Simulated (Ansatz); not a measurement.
Consider a ladder of basis sets of CF2, SMILES F[C]F (Ansatz 0.2.0 through its Python package).

Script `basis_cf2.py`:
```python
import ansatz as az


def main() -> None:
    system = (
        az.Crystal.molecule()
        .atom('F', (0.39694, 1.0328, 0.33277))
        .atom('C', (0.32682, -0.27218, 0.14973))
        .atom('F', (-0.72376, -0.76062, -0.4825))
    )

    base = system.calculation().functional('b3lyp')

    energies = {}
    for basis in ['cc-pVDZ', 'cc-pVTZ', 'cc-pVQZ']:
        r = base.basis(gaussian=basis).run().report
        size = r['n_frozen'] + r['n_occupied'][0] + r['n_virtual'][0]
        energies[basis] = (r['reference_energy_ev'] / 27.211386246, r['free_energy_ev'] / 27.211386246)
        print(f'{basis:14s} {size:4d} orbitals  reference {energies[basis][0]:14.6f} Ha  total {energies[basis][1]:14.6f} Ha')

    last = energies['cc-pVQZ'][1]
    for basis, (_, total) in energies.items():
        print(f'{basis:14s} lies {27.211386 * (total - last):9.4f} eV above cc-pVQZ')


if __name__ == '__main__':
    main()
```

How far does the total energy move along this ladder of basis sets?

Against cc-pVDZ: cc-pVTZ -85.2 mHa and cc-pVQZ -106.6 mHa. The last step alone is -21.36 mHa.

The output:

Output of `python basis_cf2.py`:
```text
cc-pVDZ          42 orbitals  reference    -237.693495 Ha  total    -237.693495 Ha
cc-pVTZ          90 orbitals  reference    -237.778697 Ha  total    -237.778697 Ha
cc-pVQZ         165 orbitals  reference    -237.800056 Ha  total    -237.800056 Ha
cc-pVDZ        lies    2.8997 eV above cc-pVQZ
cc-pVTZ        lies    0.5812 eV above cc-pVQZ
cc-pVQZ        lies    0.0000 eV above cc-pVQZ
```

What to keep in mind:
- The drop along the ladder measures the basis error, and is no property of the molecule.
- The geometry is a force-field or estimated start, not a minimum of this method, and the last set is no limit. Much of the fall in a total is atomic energy, which cancels in bond and reaction energies.
- b3lyp holds the VWN-RPA fit, as in Gaussian; the form of ORCA and Turbomole is b3lyp5.
- Finished in 2.7 s on 1 thread of Intel(R) Xeon(R) Processor @ 2.30GHz, on a shared host, peak memory 0.29 GiB.
